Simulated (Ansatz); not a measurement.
Basis-set series for CH2. Total charge 0; spin multiplicity 1. The geometry is a stationary point of PBE0-D4/def2-TZVP.

```xyz
3

C    -0.109   -0.420    0.177
H    -0.427    0.043   -0.783
H     0.537    0.377    0.606
```

```csv
functional,basis,functions,energy (Eh),HOMO (eV),LUMO (eV)
PBE0-D4,def2-SVP,24,-39.03961,-7.04,-3.34
PBE0-D4,def2-QZVPP,117,-39.09087,-7.35,-3.57
ωB97M-V,def2-SVP,24,-39.07076,-9.41,-0.80
ωB97M-V,def2-QZVPP,117,-39.12607,-9.75,-1.19
```

Problem. Give the rows for def2-TZVPP. (Best estimate.)

Solution. Ansatz gave: 
```json
{"functional": "PBE0-D4", "basis": "def2-TZVPP", "functions": "59", "energy (Eh)": "-39.08819", "HOMO (eV)": "-7.31", "LUMO (eV)": "-3.53"}
{"functional": "ωB97M-V", "basis": "def2-TZVPP", "functions": "59", "energy (Eh)": "-39.12336", "HOMO (eV)": "-9.73", "LUMO (eV)": "-1.12"}
```
